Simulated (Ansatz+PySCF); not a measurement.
A calculation with Ansatz (development build ahead of 0.2.0).

```yaml
crystal:
  periodic: [false, false, false]
  atoms:
    - { symbol: C, position_ang: [0.0, 0.0, -0.60427] }
    - { symbol: C, position_ang: [0.0, 0.0, 1.81281] }
    - { symbol: H, position_ang: [0.0, 0.0, -1.67925] }
    - { symbol: H, position_ang: [0.0, 0.0, 2.88778] }
basis:
  gaussian: { orbitals: cc-pVDZ }
hamiltonian:
  xc: hf
correlation:
  method: mp2
  frozen_orbitals: { C: 1, H: 0 }
scf:
  omitted_lower_state_checks: [starts, atomic_configurations, cluster_reference, orbital_swaps, given_window_search, neighbouring_geometries, increment]
```

The input is written out in the form of the current development build from the run's settings.

The run gave:

* Converged: yes
* Reference energy: -76.36128 hartree
* Correlation energy: -0.25739 hartree
* Total energy: -76.61867 hartree
* Spin squared of the determinant: 0.000
* Stability test: minimum among restricted orbitals

Messages of the program:
```
unlike orbitals would lower it
```

Caution: large amplitudes, a single reference is doubtful; an unrestricted determinant lies well below.
